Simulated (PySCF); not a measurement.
**The bond of SH−, level by level**

Aim: find the lowest electronic state of SH−, scan its bond at several levels of theory, and get bond length, wavenumber and dissociation energy from each curve.

Program: PySCF 2.14.0. Level of theory: H def2-TZVPPD, S def2-TZVPPD, no relativity. These are calculated values, not measurements.

1 further run of the same task is left out (set aside as unsound or not needed).

### 1 Input

Settings of the job:

```json
{
 "atoms": "H, S",
 "charge": "-1",
 "basis": "H def2-TZVPPD, S def2-TZVPPD",
 "Hamiltonian": "no relativity",
 "basis functions": "68",
 "electrons treated": "18",
 "masses in u": "1.0078, 31.9721",
 "levels": "PBE0, PBE, r²SCAN, MN15, r²SCANh, PW91, BHandHLYP, r²SCAN0, LC-ωPBE, HF, MP2, SCS-MP2, CCSD, CCSD(T)",
 "grid": "80 radial by 434 angular points",
 "occupations": "held fixed by the projection of orbital angular momentum",
 "dissociation limit": "H + S−, each in its ground configuration",
 "starting distance in angstrom": "1.405",
 "values of 2S to try": "0, 2"
}
```

Started as:

```bash
OMP_NUM_THREADS=1 python dia.py task.json out
```

After this run come: PBE0 along the bond; PBE; r²SCAN (meta-GGA); MN15 (hybrid meta-GGA); r²SCANh (hybrid meta-GGA); PW91 (GGA); BHandHLYP; r²SCAN0 (hybrid meta-GGA); LC-ωPBE; RHF (mean field); MP2 and coupled cluster.

**Question.** What will these runs give? Wanted: for each run, Re; ωe; De; μ.

The runs gave:

Lowest PBE0 solution found, without spin–orbit coupling: ¹Σ⁺ (singlet), closed shell.

| level | Re (Å) | ωe (cm⁻¹) | De (eV) | μ (D) |
| --- | --- | --- | --- | --- |
| RHF | 1.333 | 2783 | 2.84 | -0.49 |
| RHF-MP2 | 1.338 | 2732 | 3.99 | n/a |
| RHF-SCS-MP2 | 1.340 | 2706 | 4.01 | n/a |
| RHF-CCSD | 1.342 | 2675 | 3.92 | n/a |
| RHF-CCSD(T) | 1.345 | 2655 | 3.98 | n/a |
| PBE | 1.356 | 2586 | 3.99 | -0.31 |
| PW91 | 1.354 | 2588 | 4.00 | -0.31 |
| r²SCAN | 1.345 | 2660 | 3.97 | -0.38 |
| r²SCANh | 1.343 | 2684 | 3.95 | -0.39 |
| PBE0 | 1.345 | 2677 | 3.94 | -0.37 |
| r²SCAN0 | 1.339 | 2717 | 3.93 | -0.40 |
| MN15 | 1.336 | 2702 | 4.05 | -0.38 |
| BHandHLYP | 1.335 | 2728 | 3.86 | -0.40 |
| LC-ωPBE | 1.339 | 2747 | 3.87 | -0.46 |

De is counted to H + S− in their ground configurations. A positive dipole points from H to S; in an ion it is taken about the centre of mass and does not tell which atom is negative.

Differences from CCSD(T) in the same basis:

| level | Re (mÅ) | ωe (%) |
| --- | --- | --- |
| RHF | -11 | +4.8 |
| RHF-MP2 | -6 | +2.9 |
| RHF-SCS-MP2 | -4 | +1.9 |
| RHF-CCSD | -2 | +0.8 |
| PBE | +11 | -2.6 |
| PW91 | +10 | -2.5 |
| r²SCAN | +1 | +0.2 |
| r²SCANh | -2 | +1.1 |
| PBE0 | +1 | +0.9 |
| r²SCAN0 | -6 | +2.4 |
| MN15 | -9 | +1.8 |
| BHandHLYP | -9 | +2.7 |
| LC-ωPBE | -6 | +3.5 |

In words: Judged by CCSD(T) in the same basis: best bond length r²SCAN and PBE0 (+1 mÅ), worst RHF and PBE (11 mÅ off); best wavenumber r²SCAN (+0.2 %), worst RHF (+4.8 %). Hartree–Fock falls on the short and stiff side, its usual fault. PBE gives a bond that is too long and too soft, as GGAs tend to. Among the levels with a De in the table, it runs from 2.84 eV (RHF) to 4.05 eV (MN15).

Correlated steps freeze 5 core orbitals. With some functionals the highest level of the anion is positive, from self-interaction error or because the anion is truly unbound there; the finite basis then holds the extra electron, and no neutral molecule was run to test the binding.
